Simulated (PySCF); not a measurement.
H₃Si, multiplicity 2. Atoms are numbered in the order given.

```xyz
4

Si     0.0000     0.0000     0.0803
H      1.2222    -0.7057    -0.3746
H     -1.2222    -0.7057    -0.3746
H      0.0000     1.4113    -0.3746
```
Charge 0, spin multiplicity 2.

Geometry optimised at B3LYP-D3(BJ)/def2-TZVPD. The isomer is the one that the SMILES or the coordinates give; other isomers of the formula were not compared.

Level of theory: TDA-PBE/def2-TZVPD run with PySCF.

Vertical excitations; the highest root listed may be one member of a degenerate set. 

Computed excitation energies, oscillator strengths and character:
```json
[
 {"state": "root 1", "energy (eV)": "4.99", "λ (nm)": "249", "f": "0.006", "main pairs": "α HOMO→LUMO+2, β HOMO→LUMO (degenerate set)"},
 {"state": "root 2", "energy (eV)": "4.99", "λ (nm)": "249", "f": "0.006", "main pairs": "α HOMO→LUMO+1, β HOMO−1→LUMO (degenerate set)"},
 {"state": "root 3", "energy (eV)": "5.00", "λ (nm)": "248", "f": "0.034", "main pairs": "α HOMO→LUMO 100 %"},
 {"state": "root 4", "energy (eV)": "5.31", "λ (nm)": "233", "f": "0.029", "main pairs": "α HOMO→LUMO+1, β HOMO−1→LUMO (degenerate set)"},
 {"state": "root 5", "energy (eV)": "5.31", "λ (nm)": "233", "f": "0.029", "main pairs": "α HOMO→LUMO+2, β HOMO→LUMO (degenerate set)"},
 {"state": "root 6", "energy (eV)": "6.02", "λ (nm)": "206", "f": "0.170", "main pairs": "α HOMO→LUMO+3 97 %"},
 {"state": "root 7", "energy (eV)": "6.73", "λ (nm)": "184", "f": "0.072", "main pairs": "α HOMO→LUMO+5 (degenerate set)"},
 {"state": "root 8", "energy (eV)": "6.73", "λ (nm)": "184", "f": "0.072", "main pairs": "α HOMO→LUMO+4 (degenerate set)"},
 {"state": "root 9", "energy (eV)": "7.33", "λ (nm)": "169", "f": "0.002", "main pairs": "α HOMO→LUMO+6 (degenerate set)"},
 {"state": "root 10", "energy (eV)": "7.33", "λ (nm)": "169", "f": "0.002", "main pairs": "α HOMO→LUMO+7 (degenerate set)"}
]
```
Unrestricted roots are not spin-pure.
